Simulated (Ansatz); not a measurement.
# H₂Cl (doublet): wave-function methods side by side at distance H1–H2 along a hydrogen transfer = 0.835 Å, 6-31G

Aim: climb from Hartree-Fock through coupled cluster and multireference methods for H₂Cl (doublet) at one geometry and basis, and see what each rung misses.

Computed with Ansatz 0.2.0, Gaussian basis. Level: 6-31G, core rule «outside noble gas», up to 5 orbitals frozen.

The runs, in order: UHF; CCSD(T) on ROHF; CCSD(T) on UHF; BCCD(T) on ROHF; CISD; CCSDT(Q) on ROHF; CCSDT(Q) on UHF; CISDTQ; CCSDTQ on ROHF; CCSDTQ on UHF; CASSCF and MRCISD+Q, 3 electrons in 3 orbitals; CASSCF and NEVPT2, 3 electrons in 3 orbitals; CASSCF and MRCISD+Q, 9 electrons in 6 orbitals; CASSCF and NEVPT2, 9 electrons in 6 orbitals; Full CI.

7 further runs of the same task are left out: 6 that didn't finish, 1 set aside as unsound or not needed.

## (1) What is computed

The geometry derives from fragments relaxed apart (PBE0/def2-TZVP) and kept rigid, so it is no stationary point. A hydrogen atom is moved between rigid fragments.

3 atoms, charge 0, spin multiplicity 2.

Atoms are counted from 1 here; the program's logs count them from 0.

Bond lengths: H1–H2 0.835 Å, H2–Cl3 1.576 Å. Angles: H1–H2–Cl3 180.0°.

As a file:

```xyz
3
ClH2
H     0.0000    0.0000   -1.0820
H     0.0000    0.0000   -0.2470
Cl    0.0000    0.0000    1.3290
```

## (2) UHF

in.yaml reads:

```yaml
crystal:
  periodic: [false, false, false]
  atoms:
    - {symbol: H, position_ang: [0.000000, 0.000000, -1.082000]}
    - {symbol: H, position_ang: [0.000000, 0.000000, -0.247000]}
    - {symbol: Cl, position_ang: [0.000000, 0.000000, 1.329000]}
basis:
  gaussian: {orbitals: 6-31G}
magnetization: {spin_polarized: true, initial_magnetization: 1}
hamiltonian: {xc: hf}
output: {orbitals: {seedname: orbitals}}
```

Launch:

```
ansatz run in.yaml --threads 1 --pin off --events-out ev --progress --plain --max-ram 2393MiB
```

Further steps of the session: CCSD(T) on ROHF; CCSD(T) on UHF; BCCD(T) on ROHF; CISD; CCSDT(Q) on ROHF; CCSDT(Q) on UHF; CISDTQ; CCSDTQ on ROHF; CCSDTQ on UHF; CASSCF and MRCISD+Q, 3 electrons in 3 orbitals; CASSCF and NEVPT2, 3 electrons in 3 orbitals; CASSCF and MRCISD+Q, 9 electrons in 6 orbitals; CASSCF and NEVPT2, 9 electrons in 6 orbitals; Full CI.

**Question.** What will the summary of the whole plan be? Wanted: FCI below the RHF energy; RMP2 from FCI; UMP2 from FCI; RCCSD from FCI; RCCSD(T) from FCI; UCCSD(T) from FCI; RCCSDT(Q) from FCI; UCCSDT(Q) from FCI; NEVPT2 pair from FCI.

As calculated:

| quantity | value |
| --- | --- |
| FCI below the RHF energy | -1.9042 eV |
| RMP2 from FCI | +430.4 meV |
| UMP2 from FCI | +403.8 meV |
| RCCSD from FCI | +19.7 meV |
| RCCSD(T) from FCI | +4.0 meV |
| UCCSD(T) from FCI | +4.0 meV |
| RCCSDT(Q) from FCI | +0.1 meV |
| UCCSDT(Q) from FCI | +0.1 meV |
| NEVPT2 pair from FCI | +217.1 meV |
| MRCISD+Q pair from FCI | +20.5 meV |
| NEVPT2 valence from FCI | +330.2 meV |
| levels within 1 kcal/mol (43 meV) | RCCSD, UCCSD, RCCSD(T), UCCSD(T), BCCD(T), RCCSDT, UCCSDT, CISDTQ, RCCSDT(Q), UCCSDT(Q), RCCSDTQ, UCCSDTQ, MRCISD+Q pair, MRCISD valence, MRCISD+Q valence |
| T1 diagnostic | 0.025 |
| effectively unpaired electrons | 1.01 |

In words: RCCSD(T) lands +4.0 meV from the yardstick (0.2 % of the correlation energy). One determinant dominates. Of the multireference levels listed MRCISD+Q valence comes nearest in total energy (+19.2 meV), which doesn't show that its space is the better one. These misses are within one basis, not against nature; the frozen cores of restricted and unrestricted runs differ, which can shift their rows.
